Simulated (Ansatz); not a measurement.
Results of PBE in Ansatz (plane waves, PAW) for bcc W.

Settings: plane-wave cutoff 520 eV, 28×28×28 k mesh, Fermi–Dirac smearing 0.088 eV (set by the program), no spin polarisation, scalar-relativistic PAW data made under PBE.

Computed at the level's own relaxed cell.

Hill averages of the elastic tensor: K = 302.9 GPa, G = 146.8 GPa. Volume 16.134 Å³/atom, mean atomic mass 183.840 u.

**Question.** Work out the density, the sound velocities of a polycrystal and the elastic Debye temperature, and Pugh's ratio at this level.

**Answer.** ρ = 1.66054 × 183.840/16.134 = 18.921 g/cm³. v_l = √[(K + 4G/3)/ρ] = 5.134 km/s and v_t = √(G/ρ) = 2.785 km/s. The mean follows from 3/v_m³ = 1/v_l³ + 2/v_t³: v_m = 3.107 km/s. Θ_D = (ħ/k_B) v_m (6π²/V)^(1/3) = 76.38 K Å s/km × 3.107 × 1.5425 Å⁻¹ = 366 K, counting all atoms of the cell. K/G = 2.06, to be set beside Pugh's rough bound of 1.75 between brittle and ductile metals.

Note: shear constants of such metals converge slowly with the k mesh.

Ansatz is a program for electronic structure.
